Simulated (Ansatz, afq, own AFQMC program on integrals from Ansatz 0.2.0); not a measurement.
## YClO, triplet → YClO⁺, doublet

```xyz
3

Y     0.0000   -0.3408   -0.4244
O     0.0000    1.1295   -1.8562
Cl    0.0000    0.3450    1.9018
```

Connectivity, by distances: O–Y–Cl.

E(doublet, charge +1) − E(triplet, charge +0) at this geometry, on UHF and ROHF determinants.

Basis def2-TZVP with its core potentials. Noble-gas cores (and the filled d shells of Ga–Kr and In–Xe) are frozen. Ansatz 0.2.0 and our own AFQMC program on the same integrals; the CISD trial comes from CCSD amplitudes, and released means the phaseless constraint is let go. ± is one standard error of the sampling. No spin–orbit coupling. The metal's outer-core s and p shells are frozen, which shifts wave-function levels against functionals. The errors of all members are added in quadrature.

No full CI on the walks' own integrals is used here. The released AFQMC energy serves as the reference, which it does only where one determinant dominates, the energy is flat over the last release times and near the phaseless one (40 meV or 2 meV an electron, half that with transition metals). On small molecules, where full CI could be run and the noise was under 10 meV, such values lay within 10 meV of it in 19 cases of 20, a flattering rate, since the rule was set on those same cases; what remains of the bias isn't in the error bar. Each member takes its own surest rung, up to full CI.

Errors are counted within def2-TZVP, not against nature.

Cautions: no spin-orbit coupling; outer-core shells of the metal frozen; YClO (triplet): another spin lies lower, the ph-AFQMC/CISD walk drifts between its halves (2.0 errors), the released value is read at 1.20 1/Eh, later times being too noisy (meV from the phaseless value at times in 1/Eh: -10 ± 6 at 0.24, -26 ± 9 at 0.60, -18 ± 10 at 1.20, -43 ± 14 at 1.80, -12 ± 27 at 2.60), released reference can be 30 meV off for metals; YClO⁺ (doublet): higher spins were not checked, the released value is read at 1.20 1/Eh with a noise of 14 meV, more than in the cases checked, later times being too noisy (meV from the phaseless value at times in 1/Eh: -2 ± 7 at 0.24, -11 ± 9 at 0.60, -10 ± 14 at 1.20, 26 ± 19 at 1.80, -8 ± 39 at 2.60), released reference can be 30 meV off for metals.

```csv
level,vertical ionization energy (kcal/mol)
CCSD,146.2
MP2,144.4
```

Q: From these cheaper values, estimate the vertical ionization energy at the reference level in def2-TZVP.

A: 145.4 ± 0.4 kcal/mol (AFQMC with the constraint released in def2-TZVP).

| level | vertical ionization energy (kcal/mol) | error against released AFQMC (kcal/mol) |
| --- | --- | --- |
| HF | 148.0 | 2.6 ± 0.4 |
| CCSD(T) | 145.5 | 0.1 ± 0.4 |
| ph-AFQMC/CISD | 145.2 ± 0.2 | -0.2 ± 0.5 |

Correlation beyond CCSD(T) changes it by less than twice the noise. The perturbative (T) step is worth −0.7 kcal/mol.

A walk keeps the symmetry of its determinant, which the program's search chose and which needn't be the lowest solution, so a lower state of the same spin and another symmetry isn't excluded. Released energies are given only where the last usable release times agree within the noise; a slower fall can still hide under it.
